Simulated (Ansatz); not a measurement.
Input for Ansatz (development build ahead of 0.2.0):

```yaml
crystal:
  periodic: [false, false, false]
  atoms:
    - { symbol: C, position_ang: [0.03404, -0.0751, 0.00247] }
    - { symbol: F, position_ang: [0.78488, 0.81539, 0.79643] }
    - { symbol: F, position_ang: [0.7849, -0.76049, -0.69356] }
    - { symbol: F, position_ang: [-0.73299, 0.77574, -0.83021] }
    - { symbol: F, position_ang: [-0.81647, -0.75921, 0.78728] }
basis:
  gaussian: { orbitals: "6-31G" }
hamiltonian:
  xc: hf
correlation:
  method: mp2
  frozen_orbitals: { C: 1, F: 1 }
```

The input is written out in the form of the current development build from the run's settings.

The run gave:

* Converged: yes
* Reference energy: -435.46710 hartree
* Correlation energy: -0.57729 hartree
* Total energy: -436.04439 hartree
* Spin squared of the determinant: 0.000
